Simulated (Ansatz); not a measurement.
One change: `Fc1ccc[nH]1` becomes `Cc1ccc[nH]1`.

Ansatz, PBE0-D4/def2-TZVP geometries, multiplicity 1. 

```
                                      property  `Fc1ccc[nH]1`
         LUMO energy (ωB97M-V/def2-TZVPP) / eV           2.46
           HOMO energy (B3LYP/def2-TZVPP) / eV          -5.91
         HOMO energy (ωB97M-V/def2-TZVPP) / eV          -8.27
size of the dipole moment (PBE/def2-TZVPP) / D           1.77
         HOMO–LUMO gap (B3LYP/def2-TZVPP) / eV           6.68
             HOMO energy (PBE/def2-TZVPP) / eV          -5.03
```

Q: What does the change do to each property? (Estimate.)

A: Ansatz gave: 
```
                                      property  `Cc1ccc[nH]1`  shift
         LUMO energy (ωB97M-V/def2-TZVPP) / eV           2.39  -0.07
           HOMO energy (B3LYP/def2-TZVPP) / eV          -5.61   0.30
         HOMO energy (ωB97M-V/def2-TZVPP) / eV          -7.94   0.33
size of the dipole moment (PBE/def2-TZVPP) / D           2.01   0.24
         HOMO–LUMO gap (B3LYP/def2-TZVPP) / eV           6.34  -0.34
             HOMO energy (PBE/def2-TZVPP) / eV          -4.82   0.21
```

The zero-point energy changes by 93.6 kJ/mol with +9 modes. Dipoles are sizes alone; their direction can turn.

B3LYP here is the variant with VWN-RPA as its local correlation; programs differ in this.
